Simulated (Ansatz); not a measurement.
# P2H2 (quintet): from Hartree-Fock to the top rungs, cc-pVDZ

One table from this session's results is given with a row withheld; the runs are named, their logs left out.

Program: Ansatz 0.2.0, Gaussian basis. Level of theory: cc-pVDZ, core rule «outside noble gas», up to 10 orbitals frozen. These are calculated values, not measurements.

Plan: UHF; CCSD(T) on ROHF; CCSD(T) on UHF; BCCD(T) on ROHF; CISD; CCSDT(Q) on ROHF; CCSDT(Q) on UHF; CASSCF and MRCISD+Q, 12 electrons in 10 orbitals; CASSCF and NEVPT2, 12 electrons in 10 orbitals.

30 further runs of the same task are left out: 9 that didn't finish, 21 set aside as unsound or not needed.

**The geometry**

The geometry is a PBE0/def2-TZVP stationary point (not a proven minimum) of the parent state, kept for this charge and spin.

4 atoms, charge 0, spin multiplicity 5.

Atoms are counted from 1 here; the program's logs count them from 0.

Bond lengths: P1–P2 2.159 Å, P1–H3 1.428 Å, P2–H4 1.428 Å. Angles: P2–P1–H3 95.2°, P1–P2–H4 95.2°.

The first run:

The input, in.yaml:

```yaml
crystal:
  periodic: [false, false, false]
  atoms:
    - {symbol: P, position_ang: [-0.031349, -0.073548, 1.077042]}
    - {symbol: P, position_ang: [-0.031350, 0.073548, -1.077042]}
    - {symbol: H, position_ang: [0.963360, 0.931093, 1.276164]}
    - {symbol: H, position_ang: [0.963376, -0.931077, -1.276164]}
basis:
  gaussian: {orbitals: cc-pVDZ}
magnetization: {spin_polarized: true, initial_magnetization: 4}
hamiltonian: {xc: hf}
output: {orbitals: {seedname: orbitals}}
```

Command:

```bash
$ ansatz run in.yaml --threads 1 --pin off --events-out ev --progress --plain --max-ram 2393MiB
```

Among the steps run: UHF; CCSD(T) on ROHF; CCSD(T) on UHF; BCCD(T) on ROHF; CISD; CCSDT(Q) on ROHF; CCSDT(Q) on UHF; CASSCF and MRCISD+Q, 12 electrons in 10 orbitals; CASSCF and NEVPT2, 12 electrons in 10 orbitals.

One table of the session follows, with a row left open; its other results are not shown here.

It belongs to the step «Misses and costs». 

```
          method  from UCCSDT(Q) (meV)
            ROHF               +6694.2
             UHF               +6476.9
            RMP2               +1292.2
            UMP2               +1333.8
            CISD                +736.7
           RCCSD                +252.8
           UCCSD                     ?
        RCCSD(T)                 +54.1
        UCCSD(T)                 +54.6
         BCCD(T)                 +53.6
          RCCSDT                 +14.5
          UCCSDT                 +13.9
       RCCSDT(Q)                  +0.6
       UCCSDT(Q)                     0
  CASSCF valence               +5466.1
  NEVPT2 valence               +1247.5
  MRCISD valence                +511.4
MRCISD+Q valence                 +23.1
```

Estimate the missing values for UCCSD.

**Answer.** from UCCSDT(Q) (meV): +247.5. In the column «from UCCSDT(Q) (meV)» it lies between UCCSD(T) (+54.6) and RCCSD (+252.8).

Caveats from the session: Restricted and unrestricted rows rest on different reference determinants; where their highest levels disagree by more than a few hundredths of an eV, they describe different states and don't form one ladder.
